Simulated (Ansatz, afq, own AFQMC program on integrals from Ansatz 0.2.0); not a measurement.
# SiHO (doublet): AFQMC on the coupled-cluster ladder at scale of all distances = 1.283, cc-pVDZ

Aim: compute SiHO (doublet) with auxiliary-field quantum Monte Carlo on the same integrals as coupled cluster, and set the energies side by side.

Method: cc-pVDZ, frozen cores; program: Ansatz 0.2.0, Gaussian basis, and an in-house AFQMC program (afq) on its integrals; all values are calculated.

To be run: PBE (unrestricted); r2SCAN (unrestricted); PBE0 (unrestricted); B3LYP (unrestricted); wB97M-V (unrestricted); B2PLYP (unrestricted); CCSD(T) on UHF; CCSDT(Q) on UHF; Phaseless AFQMC, CISD trial on UHF; Phaseless AFQMC, single-determinant trial on UHF.

10 further runs of the same task are left out: 2 that didn't finish, 8 set aside as unsound or not needed.

## (1) The geometry

The geometry derives from a PBE0/def2-TZVP stationary point (not a proven minimum). All distances are scaled together.

3 atoms, charge 0, spin multiplicity 2.

Atoms are counted from 1 here; the program's logs count them from 0.

Bond lengths: O2–H3 1.234 Å.

As a file:

```xyz
3
charge 0, multiplicity 2
Si    0.0000    0.0397    0.8112
O     0.0000   -0.1268   -1.2995
H     0.0000    0.9054   -1.9755
```

## (2) PBE (unrestricted)

File in.yaml:

```yaml
crystal:
  periodic: [false, false, false]
  atoms:
    - {symbol: Si, position_ang: [0.000000, 0.039717, 0.811182]}
    - {symbol: O, position_ang: [0.000000, -0.126758, -1.299504]}
    - {symbol: H, position_ang: [0.000000, 0.905389, -1.975475]}
basis:
  gaussian: {orbitals: cc-pVDZ}
magnetization: {spin_polarized: true, initial_magnetization: 1}
hamiltonian: {xc: {name: PBE}}
output: {orbitals: {seedname: orbitals}}
```

Started as:

```console
$ ansatz run in.yaml --threads 1 --pin off --events-out ev --progress --plain --max-ram 1382MiB
```

Output:

```text
Functional definition: PBE
  name "PBE"
  cite "Perdew, Burke & Ernzerhof, Phys. Rev. Lett. 77, 3865 (1996) doi:10.1103/PhysRevLett.77.3865"
  parent pbe
  parameter kappa = 0.804
  parameter beta = 0.06672455060314922
  exchange = pbe_x(kappa = kappa, mu = beta*pi^2/3)
  correlation = pbe_c(beta = beta)
431 factors; their error is unknown
mean field evaluation 1: about -9924.5830 eV, gradient 4.1e1 eV
mean field evaluation 2: about -9772.9026 eV, gradient 1.2e2 eV
mean field evaluation 4: about -9928.3007 eV, gradient 2.2e1 eV
mean field evaluation 8: about -9931.5976 eV, gradient 3.2e-2 eV
mean field evaluation 16: about -9931.5800 eV, gradient 3.4e-5 eV
mean field evaluation 32: about -9931.2454 eV, gradient 5.3e-1 eV
mean field -9931.58003469 eV, -364.9788344082 hartree, gradient 1.6e-5 eV, S^2 0.757970; 4 other end points of the search recorded, 0 dependent functions left out
reference -9931.58006005 eV, -364.9788353401 hartree; 12, 11 occupied and 25, 26 virtual orbitals, 431 factors
Total energy: -9931.58006005 eV, -364.9788353401 hartree
```

It took 1.2 s on 1 thread of Intel Xeon Platinum 8488C (Sapphire Rapids), shared host.

From the report: ⟨S²⟩ of the determinant 0.758 (pure doublet: 0.75).

## (3) r2SCAN (unrestricted)

Edit in.yaml of step 2 so:

```diff
@@ -9,3 +9,2 @@
 magnetization: {spin_polarized: true, initial_magnetization: 1}
-hamiltonian: {xc: {name: PBE}}
-output: {orbitals: {seedname: orbitals}}
+hamiltonian: {xc: {name: r2SCAN}}
```

Launched as before.

Output:

```text
Functional definition: r2SCAN
  name "r2SCAN"
  cite "Furness, Kaplan, Ning, Perdew & Sun, J. Phys. Chem. Lett. 11, 8208 (2020) doi:10.1021/acs.jpclett.0c02405"
  cite "Furness, Kaplan, Ning, Perdew & Sun, J. Phys. Chem. Lett. 11, 9248 (2020) doi:10.1021/acs.jpclett.0c03077"
  parent r2scan
  parameter k0 = 0.174
  parameter k1 = 0.065
  parameter a1 = 4.9479
  exchange = r2scan_x(k0 = k0, k1 = k1, a1 = a1)
  correlation = r2scan_c
431 factors; their error is unknown
mean field evaluation 1: about -9929.4002 eV, gradient 3.8e1 eV
mean field evaluation 2: about -9792.0601 eV, gradient 1.2e2 eV
mean field evaluation 4: about -9934.4488 eV, gradient 1.3e1 eV
mean field evaluation 8: about -9935.7027 eV, gradient 2.3e-2 eV
mean field evaluation 16: about -9935.6851 eV, gradient 2.2e-4 eV
mean field evaluation 32: about -9935.3369 eV, gradient 3.3e-6 eV
mean field -9935.68507459 eV, -365.1296918418 hartree, gradient 5.2e-6 eV, S^2 0.759129; 4 other end points of the search recorded, 0 dependent functions left out
reference -9935.68508343 eV, -365.1296921667 hartree; 12, 11 occupied and 25, 26 virtual orbitals, 431 factors
Total energy: -9935.68508343 eV, -365.1296921667 hartree
```

It took 2.6 s on 1 thread of Intel Xeon Platinum 8488C (Sapphire Rapids), shared host.

From the report: ⟨S²⟩ of the determinant 0.759 (pure doublet: 0.75).

## (4) PBE0 (unrestricted)

Edit in.yaml of step 3 so:

```diff
@@ -9,2 +9,3 @@
 magnetization: {spin_polarized: true, initial_magnetization: 1}
-hamiltonian: {xc: {name: r2SCAN}}
+hamiltonian: {xc: {name: PBE0}}
+output: {orbitals: {seedname: orbitals}}
```

Launched as before.

Output, cut to the lines that bear on the results:

```text
Functional definition: PBE0
  name "PBE0"
  cite "Adamo & Barone, J. Chem. Phys. 110, 6158 (1999) doi:10.1063/1.478522"
  cite "Perdew, Burke & Ernzerhof, Phys. Rev. Lett. 77, 3865 (1996) doi:10.1103/PhysRevLett.77.3865"
  parent pbe
[...]
360 factors; integrals over basis functions are off by at most 7.1e-4 eV
[...]
mean field -9931.84075786 eV, -364.9884158080 hartree, gradient 7.1e-6 eV, S^2 0.758154; 1 other end points of the search recorded, 0 dependent functions left out
reference -9931.84077711 eV, -364.9884165154 hartree; 12, 11 occupied and 25, 26 virtual orbitals, 360 factors
Total energy: -9931.84077711 eV, -364.9884165154 hartree
```

It took 1.5 s on 1 thread of Intel Xeon Platinum 8488C (Sapphire Rapids), shared host.

From the report: ⟨S²⟩ of the determinant 0.758 (pure doublet: 0.75).

## (5) B3LYP (unrestricted)

Edit in.yaml of step 4 so:

```diff
@@ -9,3 +9,2 @@
 magnetization: {spin_polarized: true, initial_magnetization: 1}
-hamiltonian: {xc: {name: PBE0}}
-output: {orbitals: {seedname: orbitals}}
+hamiltonian: {xc: {name: B3LYP}}
```

Launched as before.

Output, cut to the lines that bear on the results:

```text
Functional definition: B3LYP
  name "B3LYP"
  cite "Stephens, Devlin, Chabalowski & Frisch, J. Phys. Chem. 98, 11623 (1994) doi:10.1021/j100096a001"
  cite "Becke, Phys. Rev. A 38, 3098 (1988) doi:10.1103/PhysRevA.38.3098"
  cite "Lee, Yang & Parr, Phys. Rev. B 37, 785 (1988) doi:10.1103/PhysRevB.37.785"
  cite "Vosko, Wilk & Nusair, Can. J. Phys. 58, 1200 (1980) doi:10.1139/p80-159"
[...]
360 factors; integrals over basis functions are off by at most 7.1e-4 eV
[...]
mean field -9938.03958266 eV, -365.2162184175 hartree, gradient 2.8e-6 eV, S^2 0.755276; 1 other end points of the search recorded, 0 dependent functions left out
reference -9938.03975021 eV, -365.2162245748 hartree; 12, 11 occupied and 25, 26 virtual orbitals, 360 factors
Total energy: -9938.03975021 eV, -365.2162245748 hartree
```

Run time: 0.99 s. Hardware: 1 thread of Intel Xeon Platinum 8488C (Sapphire Rapids), shared host.

From the report: ⟨S²⟩ of the determinant 0.755 (pure doublet: 0.75).

## (6) wB97M-V (unrestricted)

Edit in.yaml of step 5 so:

```diff
@@ -9,2 +9,3 @@
 magnetization: {spin_polarized: true, initial_magnetization: 1}
-hamiltonian: {xc: {name: B3LYP}}
+hamiltonian: {xc: {name: wB97M-V}}
+output: {orbitals: {seedname: orbitals}}
```

Same command.

Output, cut to the lines that bear on the results:

```text
Functional definition: wB97M-V
  name "wB97M-V"
  cite "Mardirossian & Head-Gordon, J. Chem. Phys. 144, 214110 (2016) doi:10.1063/1.4952647"
  cite "Becke, J. Chem. Phys. 107, 8554 (1997) doi:10.1063/1.475007"
  cite "Vydrov & Van Voorhis, J. Chem. Phys. 133, 244103 (2010) doi:10.1063/1.3521275"
  # Of w^i u^j: cxij and so on, Table III.
[...]
  gx(w, u) = 1 - cx + cx01*u + cx10*w
  gss(w, u) = css00 + css04*u^4 + css10*w + css20*w^2 + css43*w^4*u^3
  gos(w, u) = cos00 + cos10*w + (cos20 + cos21*u)*w^2 + (cos60 + cos61*u)*w^6
[...]
      + integral(e_c_pw_mod_opposite_spin*gos(b97_w_opposite, b97_u_opposite)) + vv10(b, c)
360 factors; integrals over basis functions are off by at most 7.1e-4 eV
108 factors; integrals over basis functions are off by at most 1.0e-5 eV
[...]
mean field -9936.25709110 eV, -365.1507130611 hartree, gradient 4.0e-6 eV, S^2 0.753237; 1 other end points of the search recorded, 0 dependent functions left out
reference -9936.25712024 eV, -365.1507141320 hartree; 12, 11 occupied and 25, 26 virtual orbitals, 360 factors
Total energy: -9936.25712024 eV, -365.1507141320 hartree
```

It took 4.4 s on 1 thread of Intel Xeon Platinum 8488C (Sapphire Rapids), shared host.

From the report: ⟨S²⟩ of the determinant 0.753 (pure doublet: 0.75).

## (7) B2PLYP (unrestricted)

Edit in.yaml of step 6 so:

```diff
@@ -9,3 +9,3 @@
 magnetization: {spin_polarized: true, initial_magnetization: 1}
-hamiltonian: {xc: {name: wB97M-V}}
-output: {orbitals: {seedname: orbitals}}
+hamiltonian: {xc: {name: B2PLYP}}
+correlation: {electrons: outside_noble_gas}
```

Same command.

Output, cut to the lines that bear on the results:

```text
Functional definition: B2PLYP
  name "B2PLYP"
  cite "Grimme, J. Chem. Phys. 124, 034108 (2006) doi:10.1063/1.2148954"
  cite "Becke, Phys. Rev. A 38, 3098 (1988) doi:10.1103/PhysRevA.38.3098"
  cite "Lee, Yang & Parr, Phys. Rev. B 37, 785 (1988) doi:10.1103/PhysRevB.37.785"
[...]
360 factors; integrals over basis functions are off by at most 7.1e-4 eV
[...]
mean field -9929.76762700 eV, -364.9122296540 hartree, gradient 3.8e-6 eV, S^2 0.758125; 4 other end points of the search recorded, 0 dependent functions left out
6 core orbitals not correlated: weight in the atoms' cores, before any rotation towards them, 1.000 or more for the frozen orbitals, at most 0.000 for the correlated occupied ones
reference -9929.76773380 eV, -364.9122335788 hartree; 6, 5 occupied and 25, 26 virtual orbitals, 360 factors
second order -9.74089211 eV of doubles, -0.00000000 eV of singles
Total energy: -9932.39777467 eV, -365.0088857981 hartree
```

Wall time 1.8 s (1 thread of Intel Xeon Platinum 8488C (Sapphire Rapids), shared host).

From the report: ⟨S²⟩ of the determinant 0.758 (pure doublet: 0.75).

## (8) CCSD(T) on UHF

Edit in.yaml of step 7 so:

```diff
@@ -9,3 +9,2 @@
 magnetization: {spin_polarized: true, initial_magnetization: 1}
-hamiltonian: {xc: {name: B2PLYP}}
-correlation: {electrons: outside_noble_gas}
+correlation: {method: ccsd_t, electrons: outside_noble_gas, hamiltonian_folder: ham}
```

Same command.

Output, cut to the lines that bear on the results:

```text
Functional definition: HF
  name "HF"
  cite "Fock, Z. Phys. 61, 126 (1930) doi:10.1007/BF01340294"
  parent pbe
[...]
360 factors; integrals over basis functions are off by at most 7.1e-4 eV
[...]
mean field -9911.74187596 eV, -364.2497955215 hartree, gradient 2.6e-6 eV, S^2 0.768361; 28 other end points of the search recorded, 0 dependent functions left out
determinant -9911.74187596 eV, -364.2497955215 hartree, with singles and doubles -9919.68060079 eV, -364.5415382780 hartree
determinant -9911.56921317 eV, -364.2434502811 hartree, with singles and doubles -9919.40490425 eV, -364.5314066170 hartree
determinant -9910.06740231 eV, -364.1882597498 hartree, with singles and doubles -9916.62534745 eV, -364.4292597887 hartree
determinant -9909.74426274 eV, -364.1763845897 hartree, with singles and doubles -9916.52094704 eV, -364.4254231445 hartree
[...]
determinant -9908.27303464 eV, -364.1223179544 hartree, with singles and doubles -9915.06336190 eV, -364.3718578784 hartree
determinant -9908.25972676 eV, -364.1218288986 hartree, with singles and doubles -9915.44705642 eV, -364.3859583922 hartree
determinant -9911.74187596 eV, -364.2497955215 hartree, with singles and doubles -9919.68285350 eV, -364.5416210635 hartree
determinant -9911.56921317 eV, -364.2434502811 hartree, with singles and doubles -9919.40626479 eV, -364.5314566158 hartree
6 core orbitals not correlated: weight in the atoms' cores, before any rotation towards them, 1.000 or more for the frozen orbitals, at most 0.000 for the correlated occupied ones
reference -9911.74187596 eV, -364.2497955215 hartree; 6, 5 occupied and 25, 26 virtual orbitals, 360 factors
second order -7.40525026 eV of doubles, -0.00000000 eV of singles
cycle   1  -7.94098502 eV  change   -7.5e-6 eV  update   4.1e-6
cycle   2  -7.94098918 eV  change   -4.2e-6 eV  update   2.7e-6
perturbative correction -0.30920356 eV, -0.0113630214 hartree
Total energy: -9919.99206870 eV, -364.5529845125 hartree
```

It took 7.5 s on 1 thread of Intel Xeon Platinum 8488C (Sapphire Rapids), shared host.

From the report: ⟨S²⟩ of the determinant 0.768 (pure doublet: 0.75); correlation -8.2502 eV; T1 0.041; largest double amplitude 0.07.

This run also writes the integrals to the folder ham.

## (9) CCSDT(Q) on UHF

Edit in.yaml of step 8 so:

```diff
@@ -9,2 +9,2 @@
 magnetization: {spin_polarized: true, initial_magnetization: 1}
-correlation: {method: ccsd_t, electrons: outside_noble_gas, hamiltonian_folder: ham}
+correlation: {method: ccsdt_q, electrons: outside_noble_gas}
```

Launched as before.

Output, cut to the lines that bear on the results:

```text
Functional definition: HF
  name "HF"
  cite "Fock, Z. Phys. 61, 126 (1930) doi:10.1007/BF01340294"
  parent pbe
[...]
652 factors; integrals over basis functions are off by at most 1.6e-7 eV
[...]
mean field -9911.74194101 eV, -364.2497979120 hartree, gradient 8.4e-6 eV, S^2 0.768361; 28 other end points of the search recorded, 0 dependent functions left out
determinant -9911.74194101 eV, -364.2497979120 hartree, with singles and doubles -9919.68068214 eV, -364.5415412677 hartree
determinant -9911.56928279 eV, -364.2434528394 hartree, with singles and doubles -9919.40499028 eV, -364.5314097787 hartree
determinant -9910.06747030 eV, -364.1882622485 hartree, with singles and doubles -9916.62542873 eV, -364.4292627758 hartree
determinant -9909.74434403 eV, -364.1763875770 hartree, with singles and doubles -9916.52104450 eV, -364.4254267259 hartree
[...]
determinant -9908.25980020 eV, -364.1218315977 hartree, with singles and doubles -9915.44716147 eV, -364.3859622525 hartree
determinant -9911.74194101 eV, -364.2497979120 hartree, with singles and doubles -9919.68293519 eV, -364.5416240655 hartree
determinant -9911.56928279 eV, -364.2434528394 hartree, with singles and doubles -9919.40635051 eV, -364.5314597662 hartree
6 core orbitals not correlated: weight in the atoms' cores, before any rotation towards them, 1.000 or more for the frozen orbitals, at most 0.000 for the correlated occupied ones
reference -9911.74194101 eV, -364.2497979120 hartree; 6, 5 occupied and 25, 26 virtual orbitals, 652 factors
second order -7.40528265 eV of doubles, -0.00000000 eV of singles
cycle   1  -7.38320755 eV  change    2.2e-2 eV  update   1.5e-1
[...]
cycle  26  -8.28497855 eV  change    4.5e-7 eV  update   7.7e-7
perturbative correction -0.06277067 eV, -0.0023067797 hartree
Total energy: -9920.08969023 eV, -364.5565720377 hartree
```

Wall time 28 s (1 thread of Intel Xeon Platinum 8488C (Sapphire Rapids), shared host); peak memory 0.28 GiB.

From the report: ⟨S²⟩ of the determinant 0.768 (pure doublet: 0.75); correlation -8.3477 eV; T1 0.045; largest double amplitude 0.09.

## (10) Phaseless AFQMC, CISD trial on UHF

It reads the integrals that the CCSD(T) run on this determinant wrote.

Started as:

```console
$ afq ham --method phaseless --trial cisd --walkers 60 --populations 1 --least-time 40 --time-step 0.005 --steps-per-block 50 --equilibration-blocks 40 --max-blocks 300 --target-error 0.0008 --factor-cut 1e-05 --start spin_pure --seed 1516 --release-times 0.24,0.51,0.99,1.62,2.4 --release-step 0.03 --release-every 4 --taylor-order 6
```

Output:

```text
orbitals 31  electrons 6 5  factors 214 of 360
reference energy -364.24979552 Eh
CCSD correlation -0.29182576 Eh in 17 cycles, weight of the determinant in the CISD state 0.8439
energy of the start -364.540797 Eh
 block  time / (1/Eh)  mean weight  energy / Eh
     1     0.250  1.0008  -364.539018
     2     0.500  0.9981  -364.540304
     3     0.750  1.0023  -364.543182
     4     1.000  0.9971  -364.544216
     5     1.250  1.0009  -364.545365
     6     1.500  0.9990  -364.549011
     7     1.750  1.0032  -364.545556
     8     2.000  1.0005  -364.538909
     9     2.250  1.0008  -364.539071
    10     2.500  1.0018  -364.541545
    17     4.250  1.0004  -364.543478
    25     6.250  1.0014  -364.547745
    33     8.250  1.0031  -364.548885
    41    10.250  0.9996  -364.549803
    49    12.250  1.0002  -364.562297
    57    14.250  1.0006  -364.543417
    65    16.250  1.0010  -364.550410
    73    18.250  1.0001  -364.570043
    81    20.250  0.9992  -364.576532
    89    22.250  0.9965  -364.543202
    97    24.250  1.0018  -364.552980
   105    26.250  0.9965  -364.552092
   113    28.250  1.0020  -364.576985
   121    30.250  0.9991  -364.546722
   129    32.250  1.0004  -364.566706
   137    34.250  0.9965  -364.567094
   145    36.250  0.9959  -364.551440
   153    38.250  1.0010  -364.548547
   161    40.250  1.0038  -364.539251
   169    42.250  1.0001  -364.547634
   177    44.250  1.0003  -364.568182
   185    46.250  1.0008  -364.549509
   193    48.250  1.0013  -364.550461
   201    50.250  0.9990  -364.552572
   209    52.250  0.9992  -364.576828
   217    54.250  1.0014  -364.547464
   225    56.250  0.9980  -364.564340
   233    58.250  1.0000  -364.555320
   241    60.250  0.9989  -364.545373
   249    62.250  1.0022  -364.569266
   257    64.250  1.0017  -364.551043
   265    66.250  0.9968  -364.552011
   273    68.250  1.0018  -364.539599
   281    70.250  1.0027  -364.557518
   289    72.250  0.9979  -364.533334
   297    74.250  1.0018  -364.547667
   305    76.250  0.9985  -364.543825
   313    78.250  0.9992  -364.547895
   321    80.250  0.9976  -364.570087
   329    82.250  0.9984  -364.558914
   337    84.250  1.0013  -364.550998
blocks merged  error / Eh  count
     1  0.000671  300
     2  0.000807  150
     4  0.000952  75
     8  0.000931  37
    16  0.000917  18
    32  0.000898  9
released: time / (1/Eh)  energy / Eh  error  mean overlap
  0.24  -364.555129  0.001143  0.9977
  0.51  -364.556838  0.001353  0.9822
  0.99  -364.556413  0.001300  0.9865
  1.62  -364.556714  0.001336  0.9847
  2.40  -364.555663  0.002199  0.9835
energy -364.555350 +/- 0.000931 Eh
```

It took 5.6 min on 1 thread of Intel Xeon Platinum 8488C (Sapphire Rapids), shared host.

Energy -9920.0564 ± 0.0253 eV. Caveats: constraint bias not in the error.

## (11) Phaseless AFQMC, single-determinant trial on UHF

It reads the integrals that the CCSD(T) run on this determinant wrote.

Started as:

```console
$ afq ham --method phaseless --trial hf --walkers 120 --populations 1 --least-time 40 --time-step 0.005 --steps-per-block 20 --equilibration-blocks 160 --max-blocks 600 --target-error 0.0024000000000000002 --factor-cut 1e-05 --start spin_pure --seed 6819 --taylor-order 6
```

Output:

```text
orbitals 31  electrons 6 5  factors 214 of 360
reference energy -364.24979552 Eh
CCSD correlation -0.29182576 Eh in 17 cycles, weight of the determinant in the CISD state 0.8439
energy of the start -364.250059 Eh
 block  time / (1/Eh)  mean weight  energy / Eh
     1     0.100  1.0014  -364.329039
     2     0.200  1.0012  -364.375450
     3     0.300  1.0020  -364.402430
     4     0.400  1.0009  -364.440028
     5     0.500  1.0026  -364.448484
     6     0.600  1.0035  -364.501488
     7     0.700  1.0008  -364.502259
     8     0.800  0.9999  -364.510976
     9     0.900  1.0021  -364.513379
    10     1.000  0.9983  -364.524739
    20     2.000  0.9989  -364.514713
    39     3.900  1.0023  -364.527357
    58     5.800  1.0001  -364.520589
    77     7.700  1.0007  -364.494949
    96     9.600  1.0016  -364.541669
   115    11.500  1.0018  -364.667846
   134    13.400  1.0003  -364.573202
   153    15.300  1.0001  -364.516366
   172    17.200  0.9990  -364.567287
   191    19.100  0.9984  -364.592295
   210    21.000  1.0000  -364.518181
   229    22.900  0.9985  -364.564242
   248    24.800  1.0015  -364.542613
   267    26.700  1.0004  -364.552590
   286    28.600  0.9996  -364.646372
   305    30.500  1.0023  -364.558612
   324    32.400  1.0001  -364.579284
   343    34.300  1.0012  -364.522003
   362    36.200  0.9997  -364.664478
   381    38.100  1.0027  -364.605340
   400    40.000  0.9992  -364.565272
   419    41.900  1.0011  -364.591384
   438    43.800  1.0005  -364.542655
   457    45.700  1.0008  -364.548578
   476    47.600  1.0045  -364.610299
   495    49.500  0.9993  -364.556067
   514    51.400  1.0003  -364.579039
   533    53.300  0.9991  -364.574932
   552    55.200  1.0013  -364.559389
   571    57.100  0.9995  -364.529795
   590    59.000  0.9981  -364.490706
   609    60.900  0.9990  -364.535802
   628    62.800  0.9991  -364.555262
   647    64.700  1.0010  -364.603874
   666    66.600  1.0017  -364.574863
   685    68.500  0.9981  -364.519140
   704    70.400  1.0009  -364.559637
   723    72.300  1.0024  -364.534394
   742    74.200  0.9988  -364.604959
blocks merged  error / Eh  count
     1  0.001531  600
     2  0.002017  300
     4  0.002570  150
     8  0.003153  75
    16  0.003341  37
    32  0.003721  18
    64  0.004148  9
energy -364.561091 +/- 0.003721 Eh
```

Wall time 4 min (1 thread of Intel Xeon Platinum 8488C (Sapphire Rapids), shared host).

Energy -9920.2127 ± 0.1013 eV. Caveats: constraint bias not in the error; error above the target.

## (12) All levels side by side

On the UHF determinant, counted from CCSDT(Q) (a yardstick, not exact):

| level | energy (eV) | from CCSDT(Q) (kJ/mol) | statistical error (kJ/mol) | time |
| --- | --- | --- | --- | --- |
| HF | -9911.7419 | +805.4 |  |  |
| MP2 | -9919.1471 | +90.9 |  |  |
| CCSD | -9919.6829 | +39.3 |  |  |
| CCSD(T) | -9919.9921 | +9.4 |  |  |
| CCSDT(Q) | -9920.0897 | 0.0 |  |  |
| Phaseless AFQMC, CISD trial, step 0.005, 60 walkers | -9920.0564 | +3.2 | 2.4 | 5.6 min |
| Phaseless AFQMC, single-determinant trial, step 0.005, 120 walkers | -9920.2127 | -11.9 | 9.8 | 4 min |

The functionals' totals stand on their own zeros and serve differences with other points: PBE -9931.580 eV; r2SCAN -9935.685 eV; PBE0 -9931.841 eV; B3LYP -9938.040 eV; wB97M-V -9936.257 eV; B2PLYP -9932.398 eV.

## (13) Outcome

| quantity | value |
| --- | --- |
| CCSD(T) on UHF from CCSDT(Q) | +9.4 kJ/mol |
| Phaseless AFQMC, CISD trial on UHF from CCSDT(Q) | +3.2 ± 2.4 kJ/mol |
| Phaseless AFQMC, single-determinant trial on UHF from CCSDT(Q) | -11.9 ± 9.8 kJ/mol |

On UHF the phaseless walk with the CISD trial lies +3.2 kJ/mol from CCSDT(Q), within three error bars. Error bars are statistical and leave out the constraint, the time step and what remains of the start.
